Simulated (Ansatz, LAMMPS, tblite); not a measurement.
**Elastic constant C44 of wurtzite GaN: levels of theory against measurement**

Reference value: 105 GPa (measured, temperature not stated, no zero-point or thermal correction, our sources range from 98.0 to 105; as tabulated in Oses et al. (2018), arXiv:1811.08464).

### Question
Put these levels in order of the elastic constant C44 that they give for wurtzite GaN, smallest first: B3LYP (VWN-RPA form) (Ansatz, a program for electronic structure), GFN1-xTB (tblite), PBE-D3(BJ) (Ansatz), Tersoff GaN.tersoff (LAMMPS).

### Answer
GFN1-xTB (42.5 GPa), Tersoff GaN.tersoff (82.2 GPa), PBE-D3(BJ) (89.8 GPa), B3LYP (VWN-RPA form) (101 GPa)

Unless a cell is named, each level is at its own relaxed cell (Tersoff GaN.tersoff 11.38, GFN1-xTB 12.90, PBE-D3(BJ) 11.52, B3LYP (VWN-RPA form) 11.68 Å³/atom).

Differences against the reference: Tersoff GaN.tersoff -22 %, GFN1-xTB -60 %, PBE-D3(BJ) -14.5 %, B3LYP (VWN-RPA form) -3.8 %.

The measured value isn't corrected to a static lattice, so vibrations enter the comparison. A static lattice is as a rule stiffer than a warm one, by over a tenth in soft solids.  GFN1-xTB: the method was fitted mainly to molecules. GFN1-xTB: the run uses a supercell at the zone centre in place of a k mesh. PBE-D3(BJ): the dispersion coefficients are held fixed in the derivatives. Each level is taken at its own relaxed cell. K meshes differ between the levels. Ansatz's density-functional and Hartree–Fock values are scalar-relativistic unless marked +SOC, with PAW data made under PBE.

Empirical potentials (Tersoff GaN.tersoff) are fitted to chosen data: where that held the value shown, agreement is built in, and what lay outside the fit can be far off.

Differences are worked out from the printed values.
